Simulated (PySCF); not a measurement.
## Polarisability of `Clc1c[cH+]1`

C3H2Cl (charge +1).
Geometry (GFN2-xTB, Å), atoms numbered from 1 in this order:
```
atom  x, y, z in Å
Cl1    2.291   -0.358   -0.177
C2     0.719   -0.112    0.030
C3    -0.436    0.665   -0.153
C4    -0.530   -0.513    0.530
H5    -0.909    1.545   -0.542
H6    -1.132   -1.224    1.062
```

Level: B3LYP/def2-SVPD (PySCF), static field, nuclei fixed, core orbitals frozen in the response. The polarisability tensor in these axes (au):

```
x   53.85 -3.87 -4.14
y   -3.87 33.46 -3.85
z   -4.14 -3.85 28.17
```

Question: What are the eigenvalues, a third of the trace, and Δα (Δα² = ½Σ(αi − αj)² over the three pairs)?

Answer: Principal values 25.09, 35.39 and 55.00 au; mean 38.49 au = 5.70 Å³ = 6.35 × 10⁻⁴⁰ C²·m²/J; Δα = 26.32 au (68 % of the mean).

Question: What are the principal values of the traceless quadrupole moment, Θ = ½Σq(3rr − r²1), about the centre of nuclear charge?

Answer: -9.80, -1.60, 11.40 D·Å. The values depend on the origin, since the species is charged. The electronic extent ⟨r²⟩ about the same centre is 319 bohr², a root-mean-square distance of 1.58 Å for the 36 electrons.

Question: In TDDFT the mean static polarisability is Σ f/ω² over all singlet excitations (ω in hartree). How much of it do the 8 lowest give? Their energies (eV) and oscillator strengths: 5.31, 0.0000; 5.71, 0.0000; 7.03, 0.0259; 7.18, 0.2462; 7.81, 0.0000; 8.10, 0.0000; 8.41, 0.0001; 8.55, 0.0000.

Answer: They add up to 3.93 au, 10.2 % of the 38.49 au; the largest single term is 3.54 au, from the state at 7.18 eV. Terms in order: 0.00, 0.00, 0.39, 3.54, 0.00, 0.00, 0.00, 0.00 au. Higher excitations give the rest. The strengths listed sum to 0.272.

Question: Along which axes do the principal values lie, and how far do the nuclei extend along each?

Answer: Largest value along (0.98, -0.15, -0.13), where the nuclei span 3.38 Å; middle along (0.07, 0.86, -0.50), 3.21 Å; least along (0.19, 0.48, 0.86), 0.00 Å. The response follows the extents in order.

Question: What depolarisation ratio follows for Rayleigh scattering of linearly polarised light, taking the static tensor?

Answer: ρ = 3Δα²/(45ᾱ² + 4Δα²) = 2077.7/(66680 + 2770.2) = 0.0299.

Isolated species at its GFN2-xTB geometry, gas phase.
